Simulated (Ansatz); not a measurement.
Relaxation of the cluster Li3H6⁻ (charge -1, quintet) with UKS PBE-D4/def2-TZVPD in Ansatz.

Positions (Å) and forces (eV/Å) at steps 32, 33, 34, 35, 36, 37, 38, 39, 40, 41, 42, 43, 44, 46, 48 of 48:

```xyz
9
step=32 energy=-706.0922 eV
Li   -0.800   -2.293   -0.583    0.017    0.013    0.008
Li    1.549    0.218    0.511   -0.018    0.014    0.006
Li   -2.131    0.908   -1.777    0.000    0.000    0.009
H     0.454   -0.497   -1.439   -0.035    0.039   -0.014
H     0.071    1.544    0.444    0.002   -0.016    0.031
H     0.506   -0.417    2.061    0.061    0.075    0.043
H    -0.382    0.897    0.405    0.038    0.047   -0.011
H    -0.249   -0.477   -2.019    0.019   -0.071   -0.004
H     0.983    0.116    2.397   -0.082   -0.100   -0.068
9
step=33 energy=-706.1092 eV
Li   -0.747   -2.318   -0.562    0.014    0.007    0.012
Li    1.550    0.232    0.518   -0.028    0.014   -0.012
Li   -2.128    0.862   -1.765    0.013   -0.012    0.020
H     0.407   -0.454   -1.466   -0.049   -0.003    0.025
H     0.143    1.613    0.496   -0.015   -0.035    0.046
H     0.453   -0.439    2.029    0.064    0.069    0.027
H    -0.334    0.985    0.417    0.052    0.072   -0.021
H    -0.283   -0.549   -2.053    0.026   -0.028   -0.050
H     0.939    0.069    2.386   -0.076   -0.084   -0.047
9
step=34 energy=-706.1296 eV
Li   -0.716   -2.358   -0.556    0.050    0.060    0.011
Li    1.546    0.276    0.514   -0.063   -0.004   -0.051
Li   -2.111    0.807   -1.755    0.082   -0.051    0.030
H     0.342   -0.433   -1.481   -0.345   -0.123   -0.223
H     0.217    1.704    0.614   -0.173   -0.237   -0.025
H     0.421   -0.482    1.985    0.060    0.107    0.037
H    -0.279    1.102    0.418    0.200    0.274    0.056
H    -0.301   -0.650   -2.101    0.266    0.092    0.212
H     0.881    0.034    2.363   -0.077   -0.118   -0.047
9
step=35 energy=-706.1432 eV
Li   -0.648   -2.383   -0.504   -0.023   -0.113   -0.012
Li    1.485    0.291    0.463    0.011    0.123   -0.001
Li   -2.071    0.751   -1.708    0.126   -0.023    0.017
H     0.315   -0.460   -1.540   -0.621   -0.215   -0.473
H     0.297    1.812    0.758   -0.412   -0.470   -0.219
H     0.343   -0.496    1.909    0.179    0.197    0.162
H    -0.242    1.269    0.456    0.441    0.476    0.232
H    -0.318   -0.744   -2.164    0.497    0.234    0.476
H     0.839   -0.039    2.330   -0.198   -0.209   -0.182
9
step=36 energy=-706.1385 eV rejected
Li   -0.635   -2.564   -0.553    0.075    0.330   -0.074
Li    1.485    0.434    0.442   -0.138   -0.096   -0.072
Li   -1.980    0.760   -1.658    0.228   -0.182    0.084
H     0.246   -0.559   -1.529   -0.509   -0.162   -0.397
H     0.346    1.933    0.905   -0.605   -0.575   -0.448
H     0.287   -0.496    1.794    0.369    0.295    0.366
H    -0.204    1.447    0.498    0.605    0.574    0.463
H    -0.345   -0.849   -2.178    0.363    0.111    0.481
H     0.800   -0.106    2.278   -0.387   -0.296   -0.402
9
step=37 energy=-706.1859 eV
Li   -0.649   -2.447   -0.533    0.036    0.003    0.035
Li    1.478    0.357    0.441   -0.061   -0.011   -0.036
Li   -1.987    0.740   -1.664    0.082   -0.001    0.048
H     0.267   -0.495   -1.518   -0.167    0.009   -0.074
H     0.309    1.851    0.807   -0.293   -0.286   -0.147
H     0.315   -0.495    1.856    0.171    0.163    0.141
H    -0.232    1.342    0.478    0.304    0.319    0.174
H    -0.322   -0.786   -2.157    0.111   -0.025    0.014
H     0.822   -0.067    2.289   -0.184   -0.171   -0.155
9
step=38 energy=-706.2146 eV
Li   -0.620   -2.486   -0.513    0.039    0.054   -0.004
Li    1.438    0.377    0.407   -0.036   -0.016   -0.023
Li   -1.906    0.744   -1.610    0.061   -0.002    0.042
H     0.219   -0.495   -1.518   -0.031    0.032    0.025
H     0.319    1.880    0.843   -0.183   -0.152   -0.076
H     0.286   -0.496    1.816    0.150    0.136    0.134
H    -0.225    1.403    0.493    0.188    0.195    0.127
H    -0.316   -0.830   -2.178   -0.019   -0.110   -0.075
H     0.805   -0.096    2.260   -0.170   -0.137   -0.149
9
step=39 energy=-706.2215 eV
Li   -0.574   -2.511   -0.528    0.014   -0.405    0.180
Li    1.393    0.415    0.374    0.090    0.024    0.022
Li   -1.785    0.733   -1.531   -0.358    0.380   -0.080
H     0.132   -0.528   -1.542    0.224   -0.103   -0.194
H     0.341    1.938    0.928   -0.110   -0.068   -0.044
H     0.243   -0.485    1.767    0.136    0.116    0.138
H    -0.206    1.509    0.540    0.098    0.111    0.109
H    -0.323   -0.943   -2.230    0.066    0.060    0.022
H     0.779   -0.127    2.223   -0.161   -0.116   -0.152
9
step=40 energy=-706.2402 eV
Li   -0.565   -2.579   -0.522    0.045    0.200   -0.058
Li    1.372    0.456    0.397   -0.054   -0.073   -0.072
Li   -1.815    0.726   -1.561    0.146   -0.132    0.017
H     0.167   -0.635   -1.707   -0.246   -0.136   -0.187
H     0.388    2.028    1.054   -0.102   -0.115   -0.068
H     0.224   -0.467    1.779    0.036    0.054    0.025
H    -0.172    1.623    0.665    0.069    0.114    0.078
H    -0.373   -1.025   -2.330    0.153    0.138    0.305
H     0.774   -0.128    2.224   -0.045   -0.052   -0.039
9
step=41 energy=-706.2435 eV
Li   -0.503   -2.461   -0.373   -0.008    0.005   -0.036
Li    1.426    0.493    0.368   -0.075   -0.031   -0.040
Li   -1.802    0.722   -1.622    0.048    0.002    0.041
H     0.155   -0.609   -1.742    0.187    0.130    0.234
H     0.384    1.983    1.086   -0.061    0.012    0.013
H     0.167   -0.481    1.729    0.167    0.058    0.054
H    -0.191    1.631    0.677    0.067    0.001    0.014
H    -0.405   -1.045   -2.298   -0.184   -0.162   -0.205
H     0.769   -0.233    2.175   -0.140   -0.016   -0.075
9
step=42 energy=-706.2525 eV
Li   -0.500   -2.535   -0.414    0.005    0.105   -0.061
Li    1.374    0.484    0.328   -0.016   -0.046   -0.001
Li   -1.745    0.757   -1.575   -0.020   -0.026    0.002
H     0.139   -0.618   -1.691    0.040   -0.085    0.007
H     0.381    1.994    1.096   -0.054   -0.011   -0.013
H     0.175   -0.472    1.703    0.112    0.048    0.053
H    -0.192    1.642    0.685    0.044    0.030    0.030
H    -0.390   -1.057   -2.287   -0.015    0.017    0.056
H     0.758   -0.196    2.155   -0.095   -0.033   -0.073
9
step=43 energy=-706.2516 eV rejected
Li   -0.551   -2.525   -0.464   -0.002   -0.018   -0.021
Li    1.342    0.432    0.321    0.034    0.030    0.021
Li   -1.800    0.733   -1.564    0.072   -0.044   -0.020
H     0.192   -0.616   -1.680   -0.199   -0.088   -0.146
H     0.385    1.983    1.072   -0.068   -0.048   -0.048
H     0.208   -0.463    1.744    0.039    0.029    0.027
H    -0.190    1.610    0.679    0.046    0.073    0.042
H    -0.356   -1.018   -2.290    0.111    0.114    0.183
H     0.770   -0.135    2.182   -0.033   -0.048   -0.038
9
step=44 energy=-706.2554 eV
Li   -0.516   -2.527   -0.428   -0.010    0.005   -0.018
Li    1.350    0.472    0.327    0.017   -0.007    0.010
Li   -1.762    0.745   -1.580    0.005   -0.018   -0.009
H     0.161   -0.627   -1.678   -0.009   -0.023   -0.009
H     0.382    2.013    1.096   -0.054   -0.028   -0.024
H     0.194   -0.499    1.706    0.056    0.050    0.026
H    -0.192    1.676    0.673    0.049    0.012    0.051
H    -0.382   -1.048   -2.276    0.000    0.019    0.026
H     0.764   -0.204    2.159   -0.053   -0.011   -0.053
9
step=46 energy=-706.1932 eV rejected
Li   -0.523   -2.531   -0.492   -0.116   -0.640    0.493
Li    1.321    0.482    0.327    0.056    0.067    0.032
Li   -1.732    0.715   -1.699   -0.292    0.381    0.046
H     0.146   -0.688   -1.712    1.389    1.010    1.012
H     0.405    2.029    1.169    0.145    0.094    0.095
H     0.202   -0.430    1.706    0.018   -0.022   -0.003
H    -0.191    1.673    0.821   -0.169   -0.053   -0.131
H    -0.431   -1.089   -2.252   -1.036   -0.814   -1.561
H     0.803   -0.161    2.133    0.006   -0.022    0.018
9
step=48 energy=-706.2575 eV
Li   -0.542   -2.528   -0.428    0.000   -0.001    0.002
Li    1.365    0.472    0.329    0.003   -0.002   -0.004
Li   -1.750    0.743   -1.587   -0.003    0.005   -0.002
H     0.171   -0.640   -1.668    0.009    0.007    0.014
H     0.365    2.003    1.120   -0.020   -0.008   -0.012
H     0.204   -0.476    1.671    0.010    0.004    0.008
H    -0.201    1.660    0.697    0.017    0.013    0.016
H    -0.382   -1.050   -2.264   -0.007   -0.011   -0.016
H     0.770   -0.184    2.129   -0.009   -0.006   -0.007
```

The highest occupied level of the charge -1 quintet lies above zero (up to 0.53 eV). The electron is either unbound and held by the finite basis, or the level is raised by self-interaction error. In the quintet geometry the species has come apart into loosely held pieces. In the quintet, H6 and H9 lie 0.78 Å apart, H5 and H7 lie 0.79 Å apart, H4 and H8 lie 0.91 Å apart (atoms count from 1), so H2 has formed as a molecule. At PBE-D4/def2-TZVPD a singlet of charge -1 lies 3.00 eV below the quintet, each at its own geometry. The structure comes from a short search, and lower isomers may exist.
